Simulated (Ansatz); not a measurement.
# C₂H₂B radical (SMILES B#C[CH2]): Born-Oppenheimer dynamics

Aim: follow the atoms for 30 steps of 0.75 fs at constant energy, with velocities drawn for 1500 K.

Method: BHLYP-D4/def2-SVP, unrestricted; program: Ansatz 0.2.0, Gaussian basis.

## Step 1: The starting structure

5 atoms, charge 0, spin multiplicity 2.

Atoms are counted from 1 here; the program's logs count them from 0.

Bond lengths: B1–C2 1.365 Å, C2–C3 1.317 Å, C3–H4 1.085 Å, C3–H5 1.085 Å. Angles: B1–C2–C3 179.8°, C2–C3–H4 122.3°, C2–C3–H5 122.3°, H4–C3–H5 115.3°.

Geometry (Å):

```xyz
5
C2H2B
B    -1.4441   -0.8218    1.3071
C    -0.5124   -0.2892    0.4641
C     0.3882    0.2205   -0.3508
H     1.0100   -0.3984   -0.9885
H     0.5584    1.2889   -0.4320
```

## Step 2: The run

The input, md/in.yaml:

```yaml
crystal:
  periodic: [false, false, false]
  atoms:
    - {symbol: B, position_ang: [-1.444080, -0.821820, 1.307140]}
    - {symbol: C, position_ang: [-0.512420, -0.289150, 0.464120]}
    - {symbol: C, position_ang: [0.388170, 0.220460, -0.350790]}
    - {symbol: H, position_ang: [1.009980, -0.398360, -0.988460]}
    - {symbol: H, position_ang: [0.558350, 1.288880, -0.432000]}
basis:
  gaussian: {orbitals: def2-SVP}
magnetization: {spin_polarized: true, initial_magnetization: 1}
hamiltonian: {xc: {name: BHLYP}, dispersion: d4}
md: {n_steps: 30, timestep: 0.75, temperature: 1500, ensemble: nve, seed: 577, initial_velocities: maxwell_boltzmann}
```

The run is started by

```
> ansatz run in.yaml --threads 2 --pin off --events-out ev --progress --plain --max-ram 3481MiB
```

Before running it: what results should come out? Wanted: temperature at the start; mean temperature, second half; lowest and highest potential energy, from the first frame; largest change of potential + kinetic.

As calculated:

| quantity | value |
| --- | --- |
| length | 30 steps, 22.5 fs |
| temperature at the start | 1500 K |
| mean temperature, second half | 843 K |
| lowest and highest potential energy, from the first frame | 0 and 527 meV |
| largest change of potential + kinetic | 3.1 meV |

With no thermostat the total energy should stay fixed; it holds within 3.1 meV, small beside the kinetic energy, so the time step serves. With 5 atoms the instant temperature spans 148 to 1500 K. The bonding pattern stays as it was.
